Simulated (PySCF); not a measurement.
Compound: 3-amino-3-methyl-1-butyne, C₅H₉N.
SMILES with atom numbers: `[CH:1]#[C:2][C:3]([CH3:4])([CH3:5])[NH2:6]` (hydrogens: H7 on C1; H8, H9, H10 on C4; H11, H12, H13 on C5; H14, H15 on N6)

Cartesian coordinates in Å at the GFN2-xTB level; atoms count from 1:
```
atom  x, y, z in Å
C1     2.280   -0.858    0.664
C2     1.197   -0.458    0.346
C3    -0.094    0.140   -0.003
C4    -1.203   -0.569    0.782
C5    -0.322   -0.006   -1.512
N6    -0.137    1.564    0.330
H7     3.219   -1.245    0.930
H8    -1.023   -0.483    1.851
H9    -2.159   -0.108    0.549
H10   -1.237   -1.624    0.521
H11   -1.264    0.466   -1.780
H12    0.482    0.479   -2.063
H13   -0.350   -1.056   -1.792
H14    0.015    1.700    1.323
H15    0.589    2.066   -0.169
```

Theory: TDDFT B3LYP/def2-SVPD, vertical, gas phase, core orbitals frozen in the response in PySCF.

Transition dipole moments from the ground state, in atomic units and in the frame of the coordinates above (overall signs are arbitrary), for the states with f of 0.002 or more among the lowest 8:

| state | E (eV) | μx | μy | μz |
| --- | --- | --- | --- | --- |
| S1 | 6.185 | -0.262 | 0.201 | -0.051 |
| S3 | 6.682 | 0.251 | -0.321 | 0.018 |
| S5 | 7.023 | 0.196 | 0.125 | -0.508 |
| S6 | 7.266 | 0.463 | -0.014 | 0.175 |
| S7 | 7.415 | 0.153 | 0.366 | 0.148 |
| S8 | 7.469 | -0.043 | -0.027 | 0.115 |

Problem. What oscillator strength does each state have?

Solution. f = (2/3) ΔE |μ|² with ΔE in hartree (27.2114 eV).

```
state  |μ|² (au)  |μ| (D)      f
   S1      0.112     0.85  0.017
   S3      0.166     1.04  0.027
   S5      0.312     1.42  0.054
   S6      0.245     1.26  0.044
   S7      0.179     1.08  0.033
   S8      0.016     0.32  0.003
```

Problem. What is the point group, and which symmetry does each of these states have?

Solution. Cs. Polarised normal to the mirror plane, so A″: S5 and S8. Polarised in the mirror plane, so A′: S1, S3, S6 and S7.

Problem. Which bond between heavy atoms lies closest to the direction of the S5 transition dipole?

Solution. C3–C4 and C3–C5, at 35° from it; next C1–C2, C2–C3 and C3–N6 at 90°.

Problem. What angle do the transition dipoles of S3 and S5 make?

Solution. |cos θ| = |μa·μb| / (|μa| |μb|) = 0.00, so θ ≈ 90° (taken between 0 and 90°, since the signs are arbitrary).

Problem. How is the summed strength of these states shared among x, y and z?

Solution. (2/3) Σ ΔE μα² gives 0.070 for x, 0.050 for y and 0.057 for z, 0.177 in all.

Problem. What peak molar absorption coefficient would the strongest computed level give as a lone Gaussian band 0.3 eV wide at half height?

Solution. ε(max) = 2.175×10⁸ f / FWHM, with the width in cm⁻¹. S5: 2.175×10⁸ × 0.0536 / 2420 ≈ 4800 L mol⁻¹ cm⁻¹.

The run took 89 s wall, 78 s CPU (grids of density and orbitals included) on Intel Xeon at 2.50 GHz, one thread, on a shared host, and the process peaked at 0.69 GiB of memory.

One conformer stands for the species.
